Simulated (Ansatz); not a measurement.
Input file:

```yaml
crystal:
  periodic: [false, false, false]
  atoms:
    - {symbol: P, position_ang: [0.000000, 0.055371, 0.480770]}
    - {symbol: Li, position_ang: [0.000000, 0.026942, -2.585634]}
    - {symbol: H, position_ang: [0.000000, 0.532352, 1.828696]}
    - {symbol: H, position_ang: [0.000000, -2.419437, 1.202855]}
basis:
  gaussian: {orbitals: 6-31G}
magnetization: {spin_polarized: false, initial_magnetization: 2}
correlation: {method: fic_mrcisd_q, electrons: outside_noble_gas, active_space: {window: {electrons: 4, orbitals: 4}}}
```

```sh
$ ansatz run in.yaml --threads 1 --pin off --events-out ev --progress --plain --max-ram 2393MiB
```

Output:

```
330 factors; integrals over basis functions are off by at most 2.5e-4 eV
mean field evaluation 1: about -9499.7478 eV, gradient 7.0e0 eV
mean field evaluation 2: about -9499.7856 eV, gradient 7.1e0 eV
mean field evaluation 4: about -9500.2193 eV, gradient 3.7e0 eV
mean field evaluation 8: about -9500.2194 eV, gradient 3.7e0 eV
mean field evaluation 16: about -9500.8155 eV, gradient 3.5e-5 eV
mean field evaluation 32: about -9500.5471 eV, gradient 3.6e0 eV
mean field evaluation 64: about -9497.3733 eV, gradient 5.2e-1 eV
mean field evaluation 96: about -9500.6110 eV, gradient 6.8e-1 eV
mean field evaluation 128: about -9500.5816 eV, gradient 1.9e0 eV
mean field evaluation 160: about -9500.8089 eV, gradient 4.2e-1 eV
...
contracted CI cycle   6: correlation -1.35335463 eV, -0.0497348654 hartree, residual 2.55e-1 eV
contracted CI cycle   7: correlation -1.35696202 eV, -0.0498674344 hartree, residual 1.80e-1 eV
contracted CI cycle   8: correlation -1.35831533 eV, -0.0499171675 hartree, residual 9.74e-2 eV
contracted CI cycle   9: correlation -1.35864651 eV, -0.0499293382 hartree, residual 4.37e-2 eV
contracted CI cycle  10: correlation -1.35872523 eV, -0.0499322313 hartree, residual 2.23e-2 eV
contracted CI cycle  11: correlation -1.35874493 eV, -0.0499329552 hartree, residual 1.07e-2 eV
contracted CI cycle  12: correlation -1.35874924 eV, -0.0499331134 hartree, residual 5.15e-3 eV
contracted CI cycle  13: correlation -1.35875017 eV, -0.0499331478 hartree, residual 2.46e-3 eV
contracted CI cycle  14: correlation -1.35875043 eV, -0.0499331572 hartree, residual 1.44e-3 eV
contracted CI cycle  15: correlation -1.35875053 eV, -0.0499331608 hartree, residual 9.44e-4 eV
state -9501.30391252 eV, -349.1664785699 hartree; corrected -9502.82182694 eV, -349.2222608962 hartree
state -9501.72846231 eV, -349.1820804871 hartree; corrected -9503.06454853 eV, -349.2311807499 hartree
the orbitals are reached from a further start. From the first start the search ends at -9501.30390317 eV, -349.1664782264 hartree
Total energy: -9503.06454853 eV, -349.2311807499 hartree
```

For the same geometry and basis full CI lies 20.8 meV lower. By full CI's occupations no single determinant describes the state well.

Ran on 1 thread of Intel Xeon, shared host: 1.2 s wall, 0.16 GiB peak host memory.
